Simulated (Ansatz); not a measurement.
BH2SF (SMILES FBS): the energy, rung by rung

The species is BH2SF (5 atoms), meant as a singlet with charge 0. SMILES: `FBS`. Geometry: relaxed at PBE0-D4/def2-TZVP. This is one conformer, not always the lowest.

```xyz
5

F    -1.1191   -0.9059   -1.0692
B    -0.4128   -0.3391   -0.1061
S     0.9724    0.6986   -0.5794
H    -0.7120   -0.5309    1.0337
H     1.3214    1.0037    0.6796
```

Each level gives the energy change with the S3–H5 bond stretched from 1.342 to 3.354 Å (eV). The values are calculated.

| level | kind | program | value (eV) | less FCI/STO-3G | CPU time (all runs) |
| --- | --- | --- | --- | --- | --- |
| BLYP/STO-3G (restricted) | GGA | Ansatz | 6.04 | +1.97 | 3.2 s |
| revPBE/STO-3G (restricted) | GGA | Ansatz | 6.12 | +2.05 | 3.4 s |
| r2SCAN/STO-3G (restricted) | meta-GGA | Ansatz | 6.68 | +2.61 | 7.9 s |
| PBE0/STO-3G (restricted) | global hybrid | Ansatz | 7.24 | +3.17 | 2.4 s |
| BCCD(T)/STO-3G (restricted) | coupled cluster or CI | Ansatz | 4.03 | -0.04 | 0.51 s |
| CCSDT(Q)/STO-3G (restricted) | coupled cluster or CI | Ansatz | 4.06 | -0.01 | 1.1 s |
| CCSDT/STO-3G (restricted) | coupled cluster or CI | Ansatz | 4.07 | 0.00 | 1 s |
| CCSDTQ/STO-3G (restricted) | coupled cluster or CI | Ansatz | 4.07 | 0.00 | 26 s |
| FCI/STO-3G | exact in the basis | Ansatz | 4.07 | 0.00 | 49 s |

FCI/STO-3G is exact within its basis and frozen core, so for wave-function methods in that basis the difference is their error; functionals converge differently with the basis, so for them it is only a difference. The first shape isn't each level's own minimum. The values span 4.03 to 7.24 eV. All rows use very small basis sets, so even the best lies far from the true value. Times are those of the runs behind each value, whatever else they computed, on shared processors of several kinds: orders of magnitude only.
